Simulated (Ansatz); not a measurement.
Input file:

```yaml
crystal:
  periodic: [false, false, false]
  atoms:
    - {symbol: C, position_ang: [0.000000, 0.000000, 0.000000]}
    - {symbol: H, position_ang: [2.207074, 0.028059, -0.000471]}
    - {symbol: H, position_ang: [-1.127838, 1.897344, -0.005658]}
    - {symbol: H, position_ang: [-1.079236, -1.925402, 0.006129]}
basis:
  gaussian: {orbitals: "6-31++G**"}
total_charge: 1
magnetization: {spin_polarized: false}
hamiltonian: {xc: hf}
output: {orbitals: {seedname: orbitals}}
```

```sh
$ ansatz run in.yaml --threads 1 --pin off --events-out ev --progress --plain --max-ram 2393MiB
```

Log:

```
422 factors; their error is unknown
mean field evaluation 1: about -1051.0765 eV, gradient 2.0e1 eV
mean field evaluation 2: about -1051.6514 eV, gradient 1.6e1 eV
mean field evaluation 4: about -1052.6732 eV, gradient 8.3e-2 eV
mean field evaluation 8: about -1051.0833 eV, gradient 2.0e1 eV
mean field evaluation 16: about -1035.4575 eV, gradient 2.6e1 eV
mean field evaluation 32: about -1045.8917 eV, gradient 3.8e0 eV
mean field -1052.67413809 eV, -38.6850610466 hartree, gradient 1.3e-5 eV, S^2 0.000000; 0 other end points of the search recorded, 0 dependent functions left out
reference -1052.67413809 eV, -38.6850610466 hartree; 4, 4 occupied and 33, 33 virtual orbitals, 422 factors
Total energy: -1052.67413809 eV, -38.6850610466 hartree
```

Ran on 1 thread of Arm Neoverse V1, shared host: 0.09 s wall, 0.15 GiB peak host memory.
